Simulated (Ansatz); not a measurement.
# O3: the cost of one run

The runs use Ansatz 0.2.0, Gaussian basis; cc-pVQZ, core rule «outside noble gas», up to 3 orbitals frozen.

To be run: UHF; CCSD(T) on RHF; CCSD(T) on UHF; BCCD(T) on RHF; CASSCF and NEVPT2, 18 electrons in 12 orbitals.

10 further runs of the same task are left out: 1 that didn't finish, 9 set aside as unsound or not needed.

## (1) The system

The geometry is an MP2(full)/6-31G* stationary point (not a proven minimum).

3 atoms, charge 0, spin multiplicity 1.

Atoms are counted from 1 here; the program's logs count them from 0.

Bond lengths: O1–O2 1.299 Å, O2–O3 1.299 Å. Angles: O1–O2–O3 116.3°.

Geometry (Å):

```xyz
3

O     0.0000    1.1038   -0.2285
O     0.0000    0.0000    0.4571
O     0.0000   -1.1038   -0.2285
```

## (2) UHF

in.yaml reads:

```yaml
crystal:
  periodic: [false, false, false]
  atoms:
    - {symbol: O, position_ang: [0.000000, 1.103810, -0.228542]}
    - {symbol: O, position_ang: [0.000000, 0.000000, 0.457084]}
    - {symbol: O, position_ang: [0.000000, -1.103810, -0.228542]}
basis:
  gaussian: {orbitals: cc-pVQZ}
magnetization: {spin_polarized: true, initial_magnetization: 0}
hamiltonian: {xc: hf}
output: {orbitals: {seedname: orbitals}}
```

Run with:

```bash
$ ansatz run in.yaml --threads 1 --pin off --events-out ev --progress --plain --max-ram 3956MiB --backend cpu
```

What time and memory should one allow on 1 thread of AMD EPYC 7R13, shared host?

About 9.5 s, with a peak of 0.33 GiB.
